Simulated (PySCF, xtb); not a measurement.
fluoromethane (CH3F), SMILES FC.

GFN2-xTB (xtb 6.7.1) at its own geometry gives an orbital gap of 14.30 eV and a dipole moment of 2.26 D.

The structure is a stationary point at r2SCAN-D4/def2-TZVP.

Question: What does HF/def2-TZVPD (PySCF) give? (An estimate is asked for; the answer gives what the named calculation found.)

Answer: gap 16.44 eV (levels -14.46 and 1.98 eV), dipole 2.06 D.
